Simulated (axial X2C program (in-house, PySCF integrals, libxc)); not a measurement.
Worked dissociation energy of BF⁺: CCSD, two-component

All values were computed with an in-house all-electron X2C program for linear molecules (integrals from PySCF). Two-component (2c) means X2C with spin–orbit coupling and atomic mean-field two-electron Coulomb and Gaunt terms. Basis: F dyall-av3z [7s6p3d2f], B dyall-v3z [7s6p2d1f] (cores contracted in-house); Gaussian nuclei, density fitting, unrestricted open shells. Masses: F 18.998 u, B 11.009 u.

Molecular state: Ω = 1/2 (⟨Sz⟩ = 0.50, ⟨Lz⟩ = 0.00 at HF).

Correlated methods: 9 electrons correlated (number of frozen shells: F 1 s; B 1 s), 175 virtual spin orbitals or spinors in MP2, 90 natural virtuals in coupled cluster.

```
E(F) (2M_J = 1)  : -99.719742 hartree
E(B+) (2M_J = 0) : -24.303780 hartree
E(BF⁺) at Re     : -124.195637 hartree
ωe               : 1702.7 cm⁻¹
ωexe             : 10.5 cm⁻¹
```

(1) Work out De and D0.

The state is one determinant whose occupation by symmetry is held fixed; it was picked as the lowest of a PBE0 search that is not exhaustive. De is counted from the lowest determinant-based energies of the atoms at the same level, without counterpoise correction. CCSD ran in a truncated set of natural virtual spinors with an MP2 remainder; without triples it tends to underbind.

Each atomic determinant is the lowest at this level and need not be a pure J level. Totals compare only within one Hamiltonian and basis.

## Answers

(1) De = -99.719742 + (-24.303780) − (-124.195637) = 0.17212 hartree = 4.683 eV. The zero-point energy is ωe/2 − ωexe/4 = 849 cm⁻¹ = 0.105 eV, so D0 = 4.578 eV.
